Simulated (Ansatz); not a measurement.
Input file for Ansatz (an electronic-structure program): R-PBE/def2-TZVPPD on CH5N (SMILES CN) with ghost functions. Files ending in .json are basis or fitting sets from the Basis Set Exchange.

Ansatz 0.2 input:
```yaml
crystal:
  periodic: [false, false, false]
  atoms:
    - {symbol: N, position_ang: [1.93963473, 0.60349076, -0.01390022]}
    - {symbol: H, position_ang: [2.31025473, 1.11126776, 0.77923278]}
    - {symbol: H, position_ang: [2.31037773, 1.06782976, -0.83315822]}
    - {symbol: C, position_ang: [2.41738673, -0.78254224, 0.02356178]}
    - {symbol: H, position_ang: [2.02550173, -1.31656724, -0.83863022]}
    - {symbol: H, position_ang: [3.50409773, -0.88927724, 0.02659578]}
    - {symbol: H, position_ang: [2.02526073, -1.26927224, 0.91319378]}
basis:
  gaussian:
    orbitals: def2-TZVPPD.json
    ghost_atoms:
      - {symbol: O, position_ang: [-1.98244327, 0.74238076, -0.00172522]}
      - {symbol: H, position_ang: [-1.00989927, 0.76826076, -0.00677222]}
      - {symbol: C, position_ang: [-2.35219427, -0.61736524, -0.00649722]}
      - {symbol: H, position_ang: [-3.43844727, -0.66664524, -0.00224622]}
      - {symbol: H, position_ang: [-1.99892927, -1.14810124, -0.89585422]}
      - {symbol: H, position_ang: [-1.99160327, -1.15627024, 0.87496878]}
hamiltonian:
  xc: {name: PBE}
scf: {lower_state_search: off}
```

Question: Predict the final total energy.

Answer: -95.7686 hartree.
